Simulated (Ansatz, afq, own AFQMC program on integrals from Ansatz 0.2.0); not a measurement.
## Atomization energy of SiN, quartet

```yaml
atoms:
  - { symbol: Si, position_ang: [0.0000, 0.0000, 0.0000] }
  - { symbol: N, position_ang: [0.0000, 0.0000, 1.8891] }
```

Atoms in their ground-state spins without spin–orbit coupling (mostly on UHF) minus the molecule (UHF), without zero-point energy. The geometry is a stationary point, not shown to be a minimum.

Basis 6-31G. Only valence electrons are correlated. Integrals, coupled cluster, full CI and functionals: Ansatz 0.2.0; the random walks run on the same integrals in our own AFQMC program. ph-AFQMC/CISD is guided by a CISD state made of CCSD amplitudes; releasing the constraint for a short imaginary time cuts its bias at the price of noise, slowly where states lie close. ± is one standard error of the sampling. The errors of all members are added in quadrature.

Full CI on the same integrals is exact in this basis and with this determinant's frozen core.

Errors are counted within 6-31G, not against nature.

Cautions: SiN (quartet): lower spins were not checked, the search met a lower determinant of the same kind, perhaps of another symmetry (643 meV lower), and this one is a saddle point, strong correlation (T1 0.087, weight of the determinant 0.70, largest double 0.30), (T) is large, 6 % of the CCSD correlation, unrestricted determinant spin contaminated (⟨S²⟩ 4.26 against 3.75), CCSD(T) is in doubt: in a space of 9 electrons in 9 natural orbitals full CI lies 139 meV below it, the CCSDT(Q) amplitudes may be one of several solutions (largest double 0.88), the CCSDTQ amplitudes may be one of several solutions (largest double 0.95), the released energies are still falling, so no released level is given (meV from the phaseless value at times in 1/Eh: -15 ± 17 at 0.24, -28 ± 15 at 0.51, -31 ± 12 at 0.99, -66 ± 19 at 1.62, -74 ± 17 at 2.40), the determinant fills πx and πy unequally, so it mixes two states of the linear molecule, and each level undoes that mixture to a different degree, while full CI gives the lower state, its ph-AFQMC/CISD value lies 260 ± 15 meV above full CI.

```csv
level,atomization energy (kcal/mol)
MP2,-6.6
HF,-29.8
```

Task: From these cheaper values, estimate the atomization energy at the reference level in 6-31G.

Result: 21.5 kcal/mol (full CI in 6-31G).

| level | atomization energy (kcal/mol) | error against FCI (kcal/mol) |
| --- | --- | --- |
| CCSD | 9.7 | -11.8 |
| CCSD(T) | 14.2 | -7.3 |
| CCSDT | 20.2 | -1.3 |
| CCSDT(Q) | 22.5 | 1.0 |
| ph-AFQMC/HF | 10.6 ± 0.6 | -10.9 ± 0.6 |
| ph-AFQMC/CISD | 15.5 ± 0.3 | -6.0 ± 0.3 |

Correlation beyond CCSD(T) adds 7.3 kcal/mol. The perturbative (T) step is worth +4.5 kcal/mol. Where a determinant mixes two states, these steps and errors hold in part the undoing of that mixture, and only full CI is sure.

CCSDT and higher add their correlation energy to the determinant of the CCSD(T) run, since their own runs factorise the integrals more tightly (a shift of under 2 meV).
